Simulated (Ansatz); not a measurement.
Breaking a bond: NaCl, singlet.

Methods: RKS-PBE = Ansatz (an electronic-structure program) with restricted PBE/aug-cc-pVTZ; UKS-PBE = unrestricted PBE/aug-cc-pVTZ in Ansatz; UKS-CAM-B3LYP = Ansatz with unrestricted CAM-B3LYP/aug-cc-pVTZ; UCCSD(T) = CCSD(T) on UHF/aug-cc-pVTZ, frozen core (Ansatz).

Energies relative to the lowest point of each curve near equilibrium, in kcal/mol; the last columns give the difference from UCCSD(T):

```json
[
 {"R / Å": "1.89", "RKS-PBE": "35.9", "UKS-PBE": "35.9", "UKS-CAM-B3LYP": "34.7", "UCCSD(T)": "40.5", "RKS-PBE − UCCSD(T)": "-4.5", "UKS-PBE − UCCSD(T)": "-4.5", "UKS-CAM-B3LYP − UCCSD(T)": "-5.8"},
 {"R / Å": "2.01", "RKS-PBE": "17.1", "UKS-PBE": "17.1", "UKS-CAM-B3LYP": "16.0", "UCCSD(T)": "19.8", "RKS-PBE − UCCSD(T)": "-2.8", "UKS-PBE − UCCSD(T)": "-2.8", "UKS-CAM-B3LYP − UCCSD(T)": "-3.8"},
 {"R / Å": "2.12", "RKS-PBE": "7.2", "UKS-PBE": "7.2", "UKS-CAM-B3LYP": "6.5", "UCCSD(T)": "8.8", "RKS-PBE − UCCSD(T)": "-1.6", "UKS-PBE − UCCSD(T)": "-1.6", "UKS-CAM-B3LYP − UCCSD(T)": "-2.3"},
 {"R / Å": "2.22", "RKS-PBE": "2.4", "UKS-PBE": "2.4", "UKS-CAM-B3LYP": "1.9", "UCCSD(T)": "3.2", "RKS-PBE − UCCSD(T)": "-0.8", "UKS-PBE − UCCSD(T)": "-0.8", "UKS-CAM-B3LYP − UCCSD(T)": "-1.2"},
 {"R / Å": "2.31", "RKS-PBE": "0.4", "UKS-PBE": "0.4", "UKS-CAM-B3LYP": "0.2", "UCCSD(T)": "0.6", "RKS-PBE − UCCSD(T)": "-0.2", "UKS-PBE − UCCSD(T)": "-0.2", "UKS-CAM-B3LYP − UCCSD(T)": "-0.4"},
 {"R / Å": "2.36", "RKS-PBE": "0.0", "UKS-PBE": "0.0", "UKS-CAM-B3LYP": "0.0", "UCCSD(T)": "0.0", "RKS-PBE − UCCSD(T)": "0.0", "UKS-PBE − UCCSD(T)": "0.0", "UKS-CAM-B3LYP − UCCSD(T)": "0.0"},
 {"R / Å": "2.47", "RKS-PBE": "0.4", "UKS-PBE": "0.4", "UKS-CAM-B3LYP": "0.8", "UCCSD(T)": "0.0", "RKS-PBE − UCCSD(T)": "0.4", "UKS-PBE − UCCSD(T)": "0.4", "UKS-CAM-B3LYP − UCCSD(T)": "0.8"},
 {"R / Å": "2.53", "RKS-PBE": "1.2", "UKS-PBE": "1.2", "UKS-CAM-B3LYP": "1.7", "UCCSD(T)": "0.6", "RKS-PBE − UCCSD(T)": "0.6", "UKS-PBE − UCCSD(T)": "0.6", "UKS-CAM-B3LYP − UCCSD(T)": "1.1"},
 {"R / Å": "2.63", "RKS-PBE": "3.2", "UKS-PBE": "3.2", "UKS-CAM-B3LYP": "4.0", "UCCSD(T)": "2.4", "RKS-PBE − UCCSD(T)": "0.8", "UKS-PBE − UCCSD(T)": "0.8", "UKS-CAM-B3LYP − UCCSD(T)": "1.6"},
 {"R / Å": "2.73", "RKS-PBE": "5.6", "UKS-PBE": "5.6", "UKS-CAM-B3LYP": "6.7", "UCCSD(T)": "4.7", "RKS-PBE − UCCSD(T)": "0.9", "UKS-PBE − UCCSD(T)": "0.9", "UKS-CAM-B3LYP − UCCSD(T)": "2.0"},
 {"R / Å": "2.94", "RKS-PBE": "11.7", "UKS-PBE": "11.7", "UKS-CAM-B3LYP": "13.3", "UCCSD(T)": "10.7", "RKS-PBE − UCCSD(T)": "1.0", "UKS-PBE − UCCSD(T)": "1.0", "UKS-CAM-B3LYP − UCCSD(T)": "2.7"},
 {"R / Å": "3.15", "RKS-PBE": "18.1", "UKS-PBE": "18.1", "UKS-CAM-B3LYP": "20.3", "UCCSD(T)": "17.2", "RKS-PBE − UCCSD(T)": "0.9", "UKS-PBE − UCCSD(T)": "0.9", "UKS-CAM-B3LYP − UCCSD(T)": "3.1"},
 {"R / Å": "3.51", "RKS-PBE": "28.6", "UKS-PBE": "28.6", "UKS-CAM-B3LYP": "31.6", "UCCSD(T)": "28.1", "RKS-PBE − UCCSD(T)": "0.5", "UKS-PBE − UCCSD(T)": "0.5", "UKS-CAM-B3LYP − UCCSD(T)": "3.5"},
 {"R / Å": "3.92", "RKS-PBE": "38.6", "UKS-PBE": "38.6", "UKS-CAM-B3LYP": "42.7", "UCCSD(T)": "39.0", "RKS-PBE − UCCSD(T)": "-0.4", "UKS-PBE − UCCSD(T)": "-0.4", "UKS-CAM-B3LYP − UCCSD(T)": "3.7"},
 {"R / Å": "4.24", "RKS-PBE": "45.0", "UKS-PBE": "45.0", "UKS-CAM-B3LYP": "50.1", "UCCSD(T)": "46.3", "RKS-PBE − UCCSD(T)": "-1.3", "UKS-PBE − UCCSD(T)": "-1.3", "UKS-CAM-B3LYP − UCCSD(T)": "3.8"},
 {"R / Å": "4.67", "RKS-PBE": "51.7", "UKS-PBE": "51.2", "UKS-CAM-B3LYP": "58.3", "UCCSD(T)": "54.5", "RKS-PBE − UCCSD(T)": "-2.9", "UKS-PBE − UCCSD(T)": "-3.3", "UKS-CAM-B3LYP − UCCSD(T)": "3.8"},
 {"R / Å": "5.13", "RKS-PBE": "57.0", "UKS-PBE": "55.8", "UKS-CAM-B3LYP": "65.4", "UCCSD(T)": "61.8", "RKS-PBE − UCCSD(T)": "-4.8", "UKS-PBE − UCCSD(T)": "-6.0", "UKS-CAM-B3LYP − UCCSD(T)": "3.7"},
 {"R / Å": "5.73", "RKS-PBE": "61.8", "UKS-PBE": "59.7", "UKS-CAM-B3LYP": "72.1", "UCCSD(T)": "—", "RKS-PBE − UCCSD(T)": "—", "UKS-PBE − UCCSD(T)": "—", "UKS-CAM-B3LYP − UCCSD(T)": "—"},
 {"R / Å": "6.42", "RKS-PBE": "65.4", "UKS-PBE": "62.6", "UKS-CAM-B3LYP": "76.9", "UCCSD(T)": "—", "RKS-PBE − UCCSD(T)": "—", "UKS-PBE − UCCSD(T)": "—", "UKS-CAM-B3LYP − UCCSD(T)": "—"},
 {"R / Å": "7.12", "RKS-PBE": "67.9", "UKS-PBE": "64.5", "UKS-CAM-B3LYP": "80.1", "UCCSD(T)": "—", "RKS-PBE − UCCSD(T)": "—", "UKS-PBE − UCCSD(T)": "—", "UKS-CAM-B3LYP − UCCSD(T)": "—"},
 {"R / Å": "8.33", "RKS-PBE": "70.5", "UKS-PBE": "66.5", "UKS-CAM-B3LYP": "83.4", "UCCSD(T)": "—", "RKS-PBE − UCCSD(T)": "—", "UKS-PBE − UCCSD(T)": "—", "UKS-CAM-B3LYP − UCCSD(T)": "—"},
 {"R / Å": "9.36", "RKS-PBE": "71.9", "UKS-PBE": "67.6", "UKS-CAM-B3LYP": "85.2", "UCCSD(T)": "—", "RKS-PBE − UCCSD(T)": "—", "UKS-PBE − UCCSD(T)": "—", "UKS-CAM-B3LYP − UCCSD(T)": "—"}
]
```

RKS-PBE is furthest from UCCSD(T) at 5.13 (-4.8 kcal/mol, below); its mean absolute difference over the points is 1.4 kcal/mol.

UKS-PBE is furthest from UCCSD(T) at 5.13 (-6.0 kcal/mol, below); its mean absolute difference over the points is 1.5 kcal/mol.

UKS-CAM-B3LYP is furthest from UCCSD(T) at 1.89 (-5.8 kcal/mol, below); its mean absolute difference over the points is 2.5 kcal/mol.

A dash means that the run gave no value there, or that the column was ended at a point which the program doubted or which failed a test of continuity chosen for this set; such a test can also cut sound points.

The restricted form behind RKS-PBE keeps the bonding electrons paired and can't separate into open-shell fragments. The unrestricted determinant behind UKS-PBE is spin-contaminated at 4.24 to 9.36 Å (<S²> up to 0.5, against 0.00 for a pure singlet). The unrestricted determinant behind UKS-CAM-B3LYP is spin-contaminated at 5.73 to 9.36 Å (<S²> up to 0.6, against 0.00 for a pure singlet). The unrestricted determinant behind UCCSD(T) is spin-contaminated at 5.73 to 9.36 Å (<S²> up to 1.0, against 0.00 for a pure singlet).
